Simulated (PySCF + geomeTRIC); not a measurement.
Species: H2N, SMILES `[NH2]` (charge 0, multiplicity 2).

**Question.** Give a relaxed geometry from BP86-D3(BJ)/def2-SVP run with PySCF + geomeTRIC.

**Answer.** the end point of this relaxation (outside a Z-matrix the atoms follow the SMILES, hydrogens last).
Cartesian coordinates (Å) in one orientation:
```xyz
3

N     -0.001     0.448     0.000
H      0.804    -0.223     0.000
H     -0.804    -0.226     0.000
```
